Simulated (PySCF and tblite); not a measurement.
Values are calculated unless marked as measured or tabulated.
C₄H₈O, numbered as in [CH3:1][CH2:2][C@@H:3]1[CH2:4][O:5]1. Geometries GFN2-xTB; weights from TPSS-D3(BJ)/def2-TZVP (IEF-PCM, dichloromethane) energies and GFN2-xTB thermal corrections, with symmetry numbers and mirror pairs. Conformers within 2.5 kcal/mol (GFN2-xTB free energy) were kept, 4 at most. GIAO shieldings: PBE0/pcSseg-1 (IEF-PCM, dichloromethane). Shifts are against TMS (¹H), TMS (¹³C) at the same level; of two unlike H on one atom, a is the less shielded. Codes: tblite and PySCF.

Torsions listed: C1–C2–C3–O5.

```
conformer  shape  point group  mirror pair  ΔE(DFT)  Δ(G−E) at 350 K  δ H2a (ppm)
        1  -156°           C1           no     0.00             0.00         2.21
        2    83°           C1           no     0.07            -0.02         0.89
        3   -40°           C1           no     0.61             0.19         1.87
```

Energies in kcal/mol; the thermal term leaves out symmetry numbers and mirror images.

Task: Work out the weights at 350 K and the ¹H shift of H2a under fast exchange.

Result: RT = 0.696 kcal/mol. Each conformer gets RT ln(σ/g), with σ the rotational symmetry number and g = 2 for a mirror pair: 1: σ = 1, g = 1, G = 0.00 + 0.00 + 0.00 = 0.00, 0.00 above the lowest, exp(−ΔG/RT) = 1.000; 2: σ = 1, g = 1, G = 0.07 − 0.02 + 0.00 = 0.06, 0.06 above the lowest, exp(−ΔG/RT) = 0.922; 3: σ = 1, g = 1, G = 0.61 + 0.19 + 0.00 = 0.80, 0.80 above the lowest, exp(−ΔG/RT) = 0.317. The sum is 2.238, so the weights are 44.7, 41.2, 14.1 %. The averaged shift is 1.62 ppm. At 298.15 K it is 1.61 ppm. At 298.15 K the leading conformer alone gives 2.21 ppm and bare DFT energies give 1.63 ppm.
